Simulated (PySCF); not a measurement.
Species: 1,4-cyclohexadiene, C6H8.
Geometry (GFN2-xTB, Å), atoms numbered from 1 in this order:
```
atom  x, y, z in Å
C1    -0.3027    1.3622   -0.1951
C2     0.9690    1.0061   -0.1841
C3     1.4360   -0.4023    0.0103
C4     0.3024   -1.3624    0.1914
C5    -0.9692   -1.0058    0.1821
C6    -1.4361    0.4024   -0.0129
H7    -0.5835    2.3968   -0.3411
H8     1.7486    1.7440   -0.3203
H9     2.1007   -0.4512    0.8825
H10    2.0419   -0.7094   -0.8520
H11    0.5834   -2.3975    0.3350
H12   -1.7486   -1.7437    0.3190
H13   -2.0424    0.7105    0.8485
H14   -2.1001    0.4500   -0.8854
```

Theory: B3LYP/def2-SVPD in PySCF (dipole) on a GFN2-xTB geometry, gas phase.

Masses are those of the commonest isotopes; rigid-rotor values at the optimised geometry. 

(1) Give the principal moments of inertia and the rotational constants in cm⁻¹.

(2) Classify the top.

(3) Is it planar, by Δ = Ic − Ia − Ib?

(4) Give the other two planar moments, Paa and Pbb, and the rms extents of the mass along the axes.

Results:

(1) Ia = 96.52, Ib = 101.98, Ic = 192.30 u·Å²; 505379 MHz·u·Å²/I gives 5236, 4956 and 2628 MHz, that is A = 0.17465, B = 0.16531, C = 0.08766 cm⁻¹.

(2) An asymmetric top. Ray's parameter κ = (2B − A − C)/(A − C) = 0.785; −1 is the prolate and +1 the oblate limit.

(3) Not planar: Δ = Ic − Ia − Ib = -6.20 u·Å². For a rigid frame Δ = −2 Σ m c², so Σ m c² = 3.10 u·Å² lies off the ab plane, practically all of it from hydrogen. The atom farthest from that plane is 0.88 Å away.

(4) Paa = Σ m a² = (Ib + Ic − Ia)/2 = 98.88 and Pbb = Σ m b² = (Ia + Ic − Ib)/2 = 93.42 u·Å². With the mass M = 80.06 u, the rms extents √(P/M) along a, b and c are 1.11, 1.08, 0.20 Å.

The point group D2h allows no dipole (computed: 0.00 D), so a rigid rotor has no electric-dipole lines.

Q: Estimate the classical rotational partition function at 25 K, 100 K and 298.15 K.

A: Point group D2h, symmetry number σ = 4; q = (√π/σ)·√((kT/h)³/(ABC)), k/h = 20836.6 MHz/K: 638 at 25 K, 5100 at 100 K, 26300 at 298.15 K.

No frequency check. Zero-point vibration and centrifugal distortion are left out.
